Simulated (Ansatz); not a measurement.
## AlMgH$_{2}$ (H-bridged), quartet along the scale of all distances

Starting geometry (PBE0/def2-TZVP stationary point for this spin, not checked as a minimum):

```json
{"atom": "Al", "x (Å)": "0.0000", "y (Å)": "0.0562", "z (Å)": "1.2209"}
{"atom": "Mg", "x (Å)": "0.0000", "y (Å)": "-0.0014", "z (Å)": "-1.4713"}
{"atom": "H", "x (Å)": "0.0000", "y (Å)": "-0.3272", "z (Å)": "2.7591"}
{"atom": "H", "x (Å)": "0.0000", "y (Å)": "-1.1428", "z (Å)": "0.0371"}
```

From there all distances are scaled together; atoms are numbered as listed. Energies are in eV, counted from the starting geometry at the same level. Kohn–Sham curves are unrestricted where that lies lower.

Basis 6-31G; Ansatz 0.2.0. Correlated methods freeze the noble-gas cores. The metal's outer-core shells are frozen, which leaves out core–valence correlation.

Unrestricted Kohn–Sham rows aren't spin-pure: their determinants' ⟨S²⟩ exceeds S(S+1) by up to 0.16, so they mix in states of higher spin.

In so small a basis the reference is far from its limit while semilocal and hybrid functionals are nearer theirs (RPA and double hybrids share much of the reference's basis error), so the functionals' errors here hold much of the reference's basis and frozen-core error, which can add to them or hide them.

Full CI is exact within this basis and frozen core; it isn't the basis-set limit.

| scale of all distances | full CI | PBE | r2SCAN | PBE0 | B3LYP | r2SCAN0 | wB97M-V | B2PLYP | PBE-QIDH | RPA-PBE |
| --- | --- | --- | --- | --- | --- | --- | --- | --- | --- | --- |
| 0.867 | 1.570 | 1.493 | 1.422 | 1.426 | 1.407 | 1.383 | 1.376 | 1.420 | 1.414 | 1.625 |
| 1.000 | 0.000 | 0.000 | 0.000 | 0.000 | 0.000 | 0.000 | 0.000 | 0.000 | 0.000 | 0.000 |
| 1.127 | 0.199 | 0.248 | 0.327 | 0.326 | 0.299 | 0.367 | 0.354 | 0.313 | 0.360 | 0.144 |
| 1.303 | 1.350 | 1.466 | 1.660 | 1.663 | 1.529 | 1.745 | 1.703 | 1.595 | 1.773 | 1.226 |
| 1.513 | 2.467 | 2.877 | 3.150 | 3.101 | 2.801 | 3.166 | 2.979 | 2.828 | 3.137 | 2.402 |
| 1.766 | 2.744 | 3.713 | 4.039 | 3.777 | 3.457 | 3.939 | 3.409 | 3.279 | 3.538 | 2.723 |
| 1.971 | 2.764 | 3.931 | 4.341 | 3.929 | 3.645 | 4.199 | 3.506 | 3.371 | 3.606 | 2.623 |
| 2.421 | 2.767 | 4.040 | 4.551 | 4.011 | 3.746 | 4.384 | 3.556 | 3.419 | 3.648 | 2.517 |
